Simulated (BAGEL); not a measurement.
# Si2H5Cl (SMILES [SiH3][SiH2]Cl): a chain of runs

Aim: the energy (HF/6-31G*), then the energy (NEVPT2(2,2)/6-31G*), then a single-point energy (CASPT2(2,2)/6-31G*) of Si2H5Cl. 

The results are computed with BAGEL 1.2.2.

1 further run of the same task is left out (set aside as unsound or not needed).

## (1) The molecule

Si2H5Cl: 8 atoms, total charge 0, spin state singlet. SMILES: `[SiH3][SiH2]Cl`. The Si2–H7 distance was set to 2.004 Å, away from the relaxed value. At this shape a bond of the SMILES string is far longer than usual.

Bond lengths: Si1–Si2 2.338 Å, Si2–Cl3 2.065 Å, Si1–H4 1.488 Å, Si1–H5 1.486 Å, Si1–H6 1.486 Å, Si2–H8 1.485 Å. Angles: Si1–Si2–Cl3 108.7°, Si1–Si2–H8 111.8°, Cl3–Si2–H8 107.7°, Si2–Si1–H4 109.6°, Si2–Si1–H5 109.6°, Si2–Si1–H6 109.6°, H4–Si1–H5 109.3°, H4–Si1–H6 109.3°, H5–Si1–H6 109.5°. A long bond or contact: Si2–H7 2.004 Å.

## (2) A single-point energy at HF/6-31G(d) (density fitting with svp-jkfit, spherical functions) (run 1)

File input.json:

```json
{ "bagel": [

{
  "title": "molecule",
  "basis": "6-31gs.json",
  "df_basis": "svp-jkfit",
  "geometry": [
    { "atom": "Si", "xyz": [    -0.92821080,     2.11874392,    -1.50839829 ] },
    { "atom": "Si", "xyz": [     1.49044967,    -1.32169146,    -0.15497644 ] },
    { "atom": "Cl", "xyz": [     5.00193876,    -0.02552831,     0.94503314 ] },
    { "atom": "H", "xyz": [    -3.47272702,     1.22736011,    -2.30718552 ] },
    { "atom": "H", "xyz": [     0.34206311,     3.36388447,    -3.68101642 ] },
    { "atom": "H", "xyz": [    -1.20789026,     3.95914820,     0.59373305 ] },
    { "atom": "H", "xyz": [    -0.07899055,    -3.06664756,     2.81833754 ] },
    { "atom": "H", "xyz": [     1.87557586,    -3.19648875,    -2.20684107 ] }
  ]
},

{ "title": "hf" },

{ "title": "print", "file": "orbitals.molden", "orbitals": true }

]}
```

The basis set 6-31G* is read from a file made from the Basis Set Exchange's data (not shown).

Launch:

```
BAGEL_NUM_THREADS=1 BAGEL input.json > input.out
```

Standard output:

```text
* using 1 threads per process

  ===============================================================
  ===============================================================

  *** Geometry ***

  { "atom" : "Si", "xyz" : [     -0.928211,      2.118744,     -1.508398 ] },
  { "atom" : "Si", "xyz" : [      1.490450,     -1.321691,     -0.154976 ] },
  { "atom" : "Cl", "xyz" : [      5.001939,     -0.025528,      0.945033 ] },
  { "atom" : "H", "xyz" : [     -3.472727,      1.227360,     -2.307186 ] },
  { "atom" : "H", "xyz" : [      0.342063,      3.363884,     -3.681016 ] },
  { "atom" : "H", "xyz" : [     -1.207890,      3.959148,      0.593733 ] },
  { "atom" : "H", "xyz" : [     -0.078991,     -3.066648,      2.818338 ] },
  { "atom" : "H", "xyz" : [      1.875576,     -3.196489,     -2.206841 ] },

  Number of auxiliary basis functions:      474

  Since a DF basis is specified, we compute 2- and 3-index integrals:
    o Being stored without compression. Storage requirement is 0.016 GB

  Number of basis functions:       64
  Number of electrons      :       50

    * METHOD: MOLECULE                             0.22

  *** RHF ***

  === Nuclear Repulsion ===
   189.5126877132

      * DIIS with orbital gradients will be used.

  === RHF iteration (6-31gs.json) ===
      0      -1040.13498802          0.01007134           0.06
      1      -1040.19602906          0.00379862           0.06
      2      -1040.20383417          0.00111533           0.06
      3      -1040.20470515          0.00011197           0.06
      4      -1040.20471622          0.00002601           0.06
      5      -1040.20471698          0.00000666           0.06
      6      -1040.20471703          0.00000166           0.06
      7      -1040.20471703          0.00000041           0.06
      8      -1040.20471703          0.00000011           0.06
      9      -1040.20471703          0.00000003           0.06
     10      -1040.20471703          0.00000001           0.06
     11      -1040.20471703          0.00000000           0.06
    * SCF iteration converged.

    * Permanent dipole moment:
           (    0.583369,    -0.096258,     0.571401) a.u.

    * METHOD: HF                                   0.84

    * METHOD: PRINT                                0.01

  ===============================================================
```

It took 1.2 s on 1 thread of Arm Neoverse V1, shared host; peak memory 0.14 GiB.

## (3) The energy at NEVPT2(2,2)/6-31G(d) (density fitting with svp-jkfit, spherical functions) (run 2)

File nevpt2.json:

```json
{ "bagel" : [

{
  "title" : "molecule",
  "basis" : "6-31gs.json",
  "df_basis" : "svp-jkfit",
  "geometry" : [
    { "atom" : "Si", "xyz" : [ -0.92821080,  2.11874392, -1.50839829 ] },
    { "atom" : "Si", "xyz" : [  1.49044967, -1.32169146, -0.15497644 ] },
    { "atom" : "Cl", "xyz" : [  5.00193876, -0.02552831,  0.94503314 ] },
    { "atom" : "H", "xyz" : [ -3.47272702,  1.22736011, -2.30718552 ] },
    { "atom" : "H", "xyz" : [  0.34206311,  3.36388447, -3.68101642 ] },
    { "atom" : "H", "xyz" : [ -1.20789026,  3.95914820,  0.59373305 ] },
    { "atom" : "H", "xyz" : [ -0.07899055, -3.06664756,  2.81833754 ] },
    { "atom" : "H", "xyz" : [  1.87557586, -3.19648875, -2.20684107 ] }
  ]
},
{
  "title" : "hf",
  "charge" : 0
},
{
  "title" : "casscf",
  "nstate" : 1,
  "nact" : 2,
  "nclosed" : 24,
  "charge" : 0,
  "active" : [25, 26],
  "maxiter" : 200,
  "natocc" : true
},
{
  "title" : "nevpt2",
  "nstate" : 1,
  "nact" : 2,
  "nclosed" : 24,
  "charge" : 0,
  "active" : [25, 26],
  "maxiter" : 200,
  "natocc" : true,
  "ncore" : 15
},
{
  "title" : "print",
  "file" : "orbitals.molden",
  "orbitals" : true
}

]}
```

The basis set 6-31G* is read from a file made from the Basis Set Exchange's data (not shown).

Launch:

```
BAGEL_NUM_THREADS=1 BAGEL nevpt2.json > nevpt2.out
```

Standard output:

```text
* using 1 threads per process

  ===============================================================
  ===============================================================

  *** Geometry ***

  { "atom" : "Si", "xyz" : [     -0.928211,      2.118744,     -1.508398 ] },
  { "atom" : "Si", "xyz" : [      1.490450,     -1.321691,     -0.154976 ] },
  { "atom" : "Cl", "xyz" : [      5.001939,     -0.025528,      0.945033 ] },
  { "atom" : "H", "xyz" : [     -3.472727,      1.227360,     -2.307186 ] },
  { "atom" : "H", "xyz" : [      0.342063,      3.363884,     -3.681016 ] },
  { "atom" : "H", "xyz" : [     -1.207890,      3.959148,      0.593733 ] },
  { "atom" : "H", "xyz" : [     -0.078991,     -3.066648,      2.818338 ] },
  { "atom" : "H", "xyz" : [      1.875576,     -3.196489,     -2.206841 ] },

  Number of auxiliary basis functions:      474

  Since a DF basis is specified, we compute 2- and 3-index integrals:
    o Being stored without compression. Storage requirement is 0.016 GB

  Number of basis functions:       64
  Number of electrons      :       50

    * METHOD: MOLECULE                             0.23

  *** RHF ***

  === Nuclear Repulsion ===
   189.5126877132

      * DIIS with orbital gradients will be used.

  === RHF iteration (6-31gs.json) ===
      0      -1040.13498802          0.01007134           0.06
      1      -1040.19602906          0.00379862           0.06
      2      -1040.20383417          0.00111533           0.06
      3      -1040.20470515          0.00011197           0.06
      4      -1040.20471622          0.00002601           0.06
      5      -1040.20471698          0.00000666           0.06
      6      -1040.20471703          0.00000166           0.06
      7      -1040.20471703          0.00000041           0.06
      8      -1040.20471703          0.00000011           0.06
      9      -1040.20471703          0.00000003           0.06
     10      -1040.20471703          0.00000001           0.06
     11      -1040.20471703          0.00000000           0.06
    * SCF iteration converged.

    * Permanent dipole moment:
           (    0.583369,    -0.096258,     0.571401) a.u.

    * METHOD: HF                                   0.83

  ---------------------------
      CASSCF calculation
  ---------------------------

    ==== Active orbitals : =====
         Orbital 25
         Orbital 26
    ============================

    * nstate   :      1
    * nclosed  :     24
    * nact     :      2
    * nvirt    :     38
  === CASSCF iteration (6-31gs.json) ===

    * Using the second-order algorithm

      0  0     -1040.20790116     7.30e-04      0.02

      1  0     -1040.22815810     1.88e-03      0.25

      2  0     -1040.23064472     4.45e-04      0.28

      3  0     -1040.23073889     1.37e-04      0.30

      4  0     -1040.23074421     3.70e-05      0.29

      5  0     -1040.23074454     9.52e-06      0.31

      6  0     -1040.23074456     2.41e-06      0.29

      7  0     -1040.23074456     6.07e-07      0.31

      8  0     -1040.23074456     1.53e-07      0.28

      9  0     -1040.23074456     3.83e-08      0.27

     10  0     -1040.23074456     9.63e-09      0.23

    * Second-order optimization converged. *

     guess   0:   closed 1.                   open ..

  === FCI iteration ===

      0  0     -1040.20390306     7.00e-02      0.00
      1  0     -1040.23073767     9.32e-04      0.00
      2  0 *   -1040.23074456     7.85e-16      0.00

     * ci vector, state   0, <S^2> = 0.0000
       2.     0.9820903014
       .2    -0.1884108272

    * METHOD: CASSCF                               2.97

    * freezing 15 orbitals

  === DF-NEVPT2 calculation ===

    * 3-index integral transformation done
    * assembly done

      NEVPT2 correlation energy:   -0.2683154248      0.06

          (+0)     -0.2434067787
          (+0)'    -0.0043451511
          (+1)     -0.0065112322
          (+1)'    -0.0000000000
          (+2)     -0.0002366112
          (-1)     -0.0117987087
          (-1)'     0.0000000000
          (-2)     -0.0020169429

      NEVPT2 total energy:       -1040.4990599896

    * METHOD: NEVPT2                               0.16

    * METHOD: PRINT                                0.01

  ===============================================================
```

Wall time 4.5 s (1 thread of Arm Neoverse V1, shared host); peak memory 0.14 GiB.

## (4) A single-point energy at CASPT2(2,2)/6-31G(d) (density fitting with svp-jkfit, spherical functions) (run 3)

File input.json:

```json
{ "bagel": [

{
  "title": "molecule",
  "basis": "6-31gs.json",
  "df_basis": "svp-jkfit",
  "angstrom": false,
  "geometry": [
    { "atom": "Si", "xyz": [ -0.92821080,  2.11874392, -1.50839829 ] },
    { "atom": "Si", "xyz": [  1.49044967, -1.32169146, -0.15497644 ] },
    { "atom": "Cl", "xyz": [  5.00193876, -0.02552831,  0.94503314 ] },
    { "atom": "H", "xyz": [ -3.47272702,  1.22736011, -2.30718552 ] },
    { "atom": "H", "xyz": [  0.34206311,  3.36388447, -3.68101642 ] },
    { "atom": "H", "xyz": [ -1.20789026,  3.95914820,  0.59373305 ] },
    { "atom": "H", "xyz": [ -0.07899055, -3.06664756,  2.81833754 ] },
    { "atom": "H", "xyz": [  1.87557586, -3.19648875, -2.20684107 ] }
  ]
},
{ "title": "hf" },
{ "title": "casscf", "nstate": 1, "nact": 2, "nclosed": 24, "active": [25, 26], "maxiter": 200, "natocc": true },
{ "title": "print", "file": "orbitals.molden", "orbitals": true },
{ "title": "smith", "method": "caspt2", "ms": true, "xms": true, "sssr": true, "shift": 0.2, "shift_imag": true, "ncore": 15 }

]}
```

The basis set 6-31G* is read from a file made from the Basis Set Exchange's data (not shown).

Launch:

```
BAGEL_NUM_THREADS=1 BAGEL input.json > input.out
```

Standard output:

```text
* using 1 threads per process

  ===============================================================
  ===============================================================

  *** Geometry ***

  { "atom" : "Si", "xyz" : [     -0.928211,      2.118744,     -1.508398 ] },
  { "atom" : "Si", "xyz" : [      1.490450,     -1.321691,     -0.154976 ] },
  { "atom" : "Cl", "xyz" : [      5.001939,     -0.025528,      0.945033 ] },
  { "atom" : "H", "xyz" : [     -3.472727,      1.227360,     -2.307186 ] },
  { "atom" : "H", "xyz" : [      0.342063,      3.363884,     -3.681016 ] },
  { "atom" : "H", "xyz" : [     -1.207890,      3.959148,      0.593733 ] },
  { "atom" : "H", "xyz" : [     -0.078991,     -3.066648,      2.818338 ] },
  { "atom" : "H", "xyz" : [      1.875576,     -3.196489,     -2.206841 ] },

  Number of auxiliary basis functions:      474

  Since a DF basis is specified, we compute 2- and 3-index integrals:
    o Being stored without compression. Storage requirement is 0.016 GB

  Number of basis functions:       64
  Number of electrons      :       50

    * METHOD: MOLECULE                             0.23

  *** RHF ***

  === Nuclear Repulsion ===
   189.5126877132

      * DIIS with orbital gradients will be used.

  === RHF iteration (6-31gs.json) ===
      0      -1040.13498802          0.01007134           0.06
      1      -1040.19602906          0.00379862           0.06
      2      -1040.20383417          0.00111533           0.06
      3      -1040.20470515          0.00011197           0.06
      4      -1040.20471622          0.00002601           0.06
      5      -1040.20471698          0.00000666           0.06
      6      -1040.20471703          0.00000166           0.06
      7      -1040.20471703          0.00000041           0.06
      8      -1040.20471703          0.00000011           0.06
      9      -1040.20471703          0.00000003           0.06
     10      -1040.20471703          0.00000001           0.06
     11      -1040.20471703          0.00000000           0.06
    * SCF iteration converged.

    * Permanent dipole moment:
           (    0.583369,    -0.096258,     0.571401) a.u.

    * METHOD: HF                                   0.85

  ---------------------------
      CASSCF calculation
  ---------------------------

    ==== Active orbitals : =====
         Orbital 25
         Orbital 26
    ============================

    * nstate   :      1
    * nclosed  :     24
    * nact     :      2
    * nvirt    :     38
  === CASSCF iteration (6-31gs.json) ===

    * Using the second-order algorithm

      0  0     -1040.20790116     7.30e-04      0.02

      1  0     -1040.22815810     1.88e-03      0.26

      2  0     -1040.23064472     4.45e-04      0.30

      3  0     -1040.23073889     1.37e-04      0.30

      4  0     -1040.23074421     3.70e-05      0.29

      5  0     -1040.23074454     9.52e-06      0.30

      6  0     -1040.23074456     2.41e-06      0.29

      7  0     -1040.23074456     6.07e-07      0.30

      8  0     -1040.23074456     1.53e-07      0.27

      9  0     -1040.23074456     3.83e-08      0.27

     10  0     -1040.23074456     9.63e-09      0.23

    * Second-order optimization converged. *

     guess   0:   closed 1.                   open ..

  === FCI iteration ===

      0  0     -1040.20390306     7.00e-02      0.00
      1  0     -1040.23073767     9.32e-04      0.00
      2  0 *   -1040.23074456     7.85e-16      0.00

     * ci vector, state   0, <S^2> = 0.0000
       2.     0.9820903014
       .2    -0.1884108272

    * METHOD: CASSCF                               2.96

    * METHOD: PRINT                                0.01

  === SMITH program ===

    * freezing 15 orbitals

    * Approximate memory requirement for SMITH calulation per MPI process:
      o Storage requirement for T-amplitude, lambda, and residual is 0.01 GB
      o Storage requirement for MO integrals is 0.00 GB
    * Calculating and saving rdm4f

    * Zeroth order energy : state  0       -0.7990082198

    * CASPT2 iteration is performed using orthogonal basis

      -------------------------------------------  CASPT2 iteration  ---------------------------------------------------
       #      aibj      arbs      arbi      airj      risj      airs      arst      rist         Etot      error   time
      ------------------------------------------------------------------------------------------------------------------

       0  -0.24231  -0.00253  -0.01215  -0.00718  -0.00036  -0.00380  -0.00000  -0.00000   -0.2683259  0.0011669   0.02
       1  -0.24244  -0.00255  -0.01219  -0.00733  -0.00039  -0.00390   0.00000  -0.00000   -0.2687968  0.0002182   0.02
       2  -0.24245  -0.00255  -0.01219  -0.00733  -0.00039  -0.00389  -0.00000  -0.00000   -0.2688124  0.0000467   0.02
       3  -0.24245  -0.00255  -0.01219  -0.00733  -0.00039  -0.00390  -0.00000  -0.00000   -0.2688130  0.0000100   0.02
       4  -0.24245  -0.00255  -0.01219  -0.00733  -0.00039  -0.00390   0.00000  -0.00000   -0.2688130  0.0000018   0.02
       5  -0.24245  -0.00255  -0.01219  -0.00733  -0.00039  -0.00390  -0.00000  -0.00000   -0.2688130  0.0000003   0.02

      ------------------------------------------------------------------------------------------------------------------

    * CASPT2 energy : state  0    -1040.5017394687
        w/o shift correction      -1040.4995575648
        reference weight              0.8968057204

    * METHOD: SMITH                                0.26

  ===============================================================
```

Wall time 4.5 s (1 thread of Arm Neoverse V1, shared host); peak memory 0.14 GiB.

## (5) Summary of results

| quantity | value |
| --- | --- |
| run 1, HF/6-31G*: total energy | -1040.20472 Eh |
| run 1, HF/6-31G*: dipole moment | 2.09 D |
| run 1, HF/6-31G*: HOMO energy | -10.72 eV |
| run 1, HF/6-31G*: LUMO energy | 2.46 eV |
| run 1, HF/6-31G*: HOMO–LUMO gap | 13.18 eV |
| run 2, NEVPT2(2,2)/6-31G*: total energy | -1040.49906 Eh |
| run 3, CASPT2(2,2)/6-31G*: total energy | -1040.50174 Eh |
